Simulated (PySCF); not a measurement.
PySCF input (BP86/6-31G* (5d)):

```python
from pyscf import gto, dft

mol = gto.M(
    atom='''
    C    -0.00530785   -0.03292262   -1.25255471
    Si    0.00176161   -0.01626018    0.52594046
    H    -0.90647034    0.32687280   -1.75455355
    H     0.90272032    0.29878124   -1.76148183
    H     0.02469593    1.23745090    1.43148183
    H    -1.20807042   -0.70031235    1.12295762
    H     1.19430902   -0.73761443    1.11375772
    ''',
    basis='6-31g*',
    charge=-1,
    spin=0,
    verbose=4,
)

mf = dft.RKS(mol, xc='bp86')
mf.grids.level = 3
mf.conv_tol = 1e-9
mf.max_cycle = 100
mf.max_memory = 1500
mf.kernel()
if not mf.converged:
    mf = mf.newton()
    mf.kernel(mf.make_rdm1())
mf.dip_moment()
```

From the last part of the output:

```
[INPUT]  5 H      0.024695930000   1.237450900000   1.431481830000 AA    0.046668544091   2.338443293597   2.705108610991 Bohr   0.0
[INPUT]  6 H     -1.208070420000  -0.700312350000   1.122957620000 AA   -2.282922232988  -1.323398543151   2.122082351293 Bohr   0.0
[INPUT]  7 H      1.194309020000  -0.737614430000   1.113757720000 AA    2.256916955898  -1.393889258227   2.104697059920 Bohr   0.0

nuclear repulsion = 56.6573928247674
number of shells = 24
number of NR pGTOs = 98
number of NR cGTOs = 42
basis = 6-31g*
ecp = {}

******** <class 'pyscf.dft.rks.RKS'> ********
method = RKS
initial guess = minao
damping factor = 0
level_shift factor = 0
DIIS = <class 'pyscf.scf.diis.CDIIS'>
diis_start_cycle = 1
diis_space = 8
diis_damp = 0
SCF conv_tol = 1e-09
SCF conv_tol_grad = None
SCF max_cycles = 100
direct_scf = True
direct_scf_tol = 1e-13
XC library pyscf.dft.libxc version 7.1.2
    S. Lehtola, C. Steigemann, M. J. T. Oliveira, and M. A. L. Marques,  SoftwareX 7, 1–5 (2018)
XC functionals = bp86
    A. D. Becke,  Phys. Rev. A 38, 3098 (1988)
    J. P. Perdew,  Phys. Rev. B 33, 8822 (1986)
    J. P. Perdew,  Phys. Rev. B 34, 7406–7406 (1986)
radial grids:
    Treutler-Ahlrichs [JCP 102, 346 (1995); DOI:10.1063/1.469408] (M4) radial grids

becke partition: Becke, JCP 88, 2547 (1988); DOI:10.1063/1.454033
pruning grids: <function nwchem_prune>
grids dens level: 3
symmetrized grids: False
atomic radii adjust function: <function treutler_atomic_radii_adjust>
small_rho_cutoff = 0
Set gradient conv threshold to 3.16228e-05
Initial guess from minao.
tot grids = 82344
init E= -330.367834764967
  HOMO = -0.246127703712975  LUMO = -0.0213398698133136  gap/eV = 6.11679
cycle= 1 E= -330.398083949215  delta_E= -0.0302  |g|= 0.707  |ddm|= 2.19
  HOMO = 0.226517237900556  LUMO = 0.285741873092837  gap/eV = 1.61158
cycle= 2 E= -329.758789606594  delta_E= 0.639  |g|=  1.4  |ddm|= 4.44
  HOMO = 0.0755623094166809  LUMO = 0.235689687981785  gap/eV = 4.35729
cycle= 3 E= -330.537075904783  delta_E= -0.778  |g|= 0.177  |ddm|= 4.03
  HOMO = 0.0874100928065027  LUMO = 0.222654448382038  gap/eV = 3.68019
cycle= 4 E= -330.549892717362  delta_E= -0.0128  |g|= 0.0652  |ddm|= 0.521
  HOMO = 0.0929299041167777  LUMO = 0.229778008507904  gap/eV = 3.72383
cycle= 5 E= -330.551573580384  delta_E= -0.00168  |g|= 0.0137  |ddm|= 0.131
  HOMO = 0.0919917915633977  LUMO = 0.229297647431805  gap/eV = 3.73628
cycle= 6 E= -330.551648124187  delta_E= -7.45e-05  |g|= 0.000873  |ddm|= 0.0235
  HOMO = 0.0920680737255695  LUMO = 0.229347644934175  gap/eV = 3.73557
cycle= 7 E= -330.551648495921  delta_E= -3.72e-07  |g|= 0.000228  |ddm|= 0.00244
  HOMO = 0.0920593804260776  LUMO = 0.229328329881858  gap/eV = 3.73528
cycle= 8 E= -330.551648542296  delta_E= -4.64e-08  |g|= 2.57e-05  |ddm|= 0.000398
  HOMO = 0.0920598017468648  LUMO = 0.229328488406836  gap/eV = 3.73527
cycle= 9 E= -330.551648542486  delta_E= -1.89e-10  |g|= 8.6e-06  |ddm|= 5.08e-05
  HOMO = 0.0920624994391592  LUMO = 0.229329391187612  gap/eV = 3.73522
Extra cycle  E= -330.551648542419  delta_E= 6.61e-11  |g|= 1.68e-05  |ddm|= 5.42e-05
converged SCF energy = -330.551648542419

WARN: System has nonzero charge -1; the dipole moment is origin-dependent.
Location of origin: [0. 0. 0.]

Dipole moment(X, Y, Z, Debye):  0.01203,  0.63243,  0.57706
```

The dipole moment of an ion depends on the origin.
